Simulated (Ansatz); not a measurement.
We consider fcc Ni, described by r²SCAN0 (Ansatz, a program for electronic structure, plane waves, PAW).

Settings: plane-wave cutoff 500 eV, 18×18×18 k mesh, Fermi–Dirac smearing 0.1 eV, spin-polarised with parallel moments, scalar-relativistic PAW data made under PBE.

Cell (relaxed with r²SCAN):

```xyz
1
Lattice="0.0000 1.7396 1.7396 1.7396 0.0000 1.7396 1.7396 1.7396 0.0000" Properties=species:S:1:pos:R:3 pbc="T T T"
Ni     0.0000     0.0000     0.0000
```

Q: Give the computed magnetic moment per atom (the cell's total over its atoms).

A: 
- magnetic moment per atom (the cell's total over its atoms) = 1.00 μB

Note: exact exchange on metals is sensitive to the k mesh and can open a false gap; the run warned that the count of filled bands differs between k points; cell and atoms aren't relaxed at this level (pressure 3.0 GPa).

Moments are spin moments.

Static lattice: no zero-point or thermal effects.

Computing time: around 17 core-minutes (rough).
